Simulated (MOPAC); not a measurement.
MOPAC input (PM7):

```
PM7 PRECISE GNORM=0.05 LET XYZ CHARGE=-1 GEO-OK AUX(PRECISION=9) THREADS=1
C2H2Cl

C    -0.11694774 1    1.03088931 1   -0.00007554 1
C     1.22198947 1    1.09440150 1    0.02281699 1
Cl   -0.60067191 1   -0.88892025 1   -0.01186726 1
H     1.92742678 1    0.26300953 1    0.03327278 1
H     1.65374524 1    2.09688986 1    0.03202189 1
```

From the last part of the output:

```
                                                       MOPAC v23.2.5 Linux

          FINAL HEAT OF FORMATION =          9.10151 KCAL/MOL =      38.08071 KJ/MOL

          COSMO AREA              =         92.77 SQUARE ANGSTROMS
          COSMO VOLUME            =         76.38 CUBIC ANGSTROMS

          GRADIENT NORM           =          0.01825          =       0.00816 PER ATOM
          IONIZATION POTENTIAL    =          3.791876 EV
          HOMO LUMO ENERGIES (EV) =         -3.792  7.632
          NO. OF FILLED LEVELS    =          9
          MOLECULAR WEIGHT        =         61.4908         POINT GROUP:  Cs

          MOLECULAR DIMENSIONS (Angstroms)

            Atom       Atom       Distance
            H     5   Cl     3     3.75810
            H     4    C     1     2.01704
           Cl     3    C     2     0.00000

          SCF CALCULATIONS        =         17

   ATOM   CHEMICAL          X               Y               Z
  NUMBER   SYMBOL      (ANGSTROMS)     (ANGSTROMS)     (ANGSTROMS)

     1       C         -0.10328471  *   0.98697154  *   0.00007533  *
     2       C          1.22453663  *   1.12205989  *   0.02291166  *
     3      Cl         -0.61612887  *  -0.88960815  *  -0.01213145  *
     4       H          1.93918732  *   0.33319317  *   0.03360310  *
     5       H          1.67769888  *   2.08691475  *   0.03241082  *

                             CARTESIAN COORDINATES

   1    C       -0.103284709     0.986971544     0.000075332
   2    C        1.224536631     1.122059888     0.022911661
   3   Cl       -0.616128865    -0.889608153    -0.012131451
   4    H        1.939187321     0.333193171     0.033603098
   5    H        1.677698876     2.086914751     0.032410817

           Empirical Formula: C2 H2 Cl  =     5 atoms

      MOLECULAR POINT GROUP   :   Cs

                  EIGENVALUES
 -20.48674 -18.74795 -12.41415  -9.43699  -6.87622  -5.77110  -5.39963  -4.32364
  -3.79188   7.63195   7.69803  11.55489  11.86354  12.94050  80.15858  80.20094
  80.32740  80.48973  80.51309

              NET ATOMIC CHARGES AND DIPOLE CONTRIBUTIONS

  ATOM NO.   TYPE          CHARGE      No. of ELECS.   s-Pop       p-Pop       d-Pop
    1          C           0.196677        3.8033     1.66297     2.14035
    2          C          -0.834722        4.8347     1.08283     3.75189
    3         Cl          -0.640816        7.6408     1.98869     5.64813     0.00400
    4          H           0.142650        0.8574     0.85735
    5          H           0.136212        0.8638     0.86379
 DIPOLE           X         Y         Z       TOTAL
 POINT-CHG.    -1.054     0.471    -0.017     1.155
 HYBRID         1.959    -0.794     0.032     2.114
 SUM            0.905    -0.323     0.015     0.961

          ATOMIC ORBITAL ELECTRON POPULATIONS

     Atom    s        px        py        pz      x^2-y^2     xz        z^2       yz        xy
    1  C   1.66297   1.13046   0.45900   0.55089
    2  C   1.08283   1.14902   1.14025   1.46263
    3 Cl   1.98869   1.97061   1.69128   1.98625   0.00151   0.00006   0.00084   0.00023   0.00136
    4  H   0.85735
    5  H   0.86379

 **********************
 *                    *
 * JOB ENDED NORMALLY *
 *                    *
 **********************

 == MOPAC DONE ==
```

The dipole moment of an ion depends on the origin.
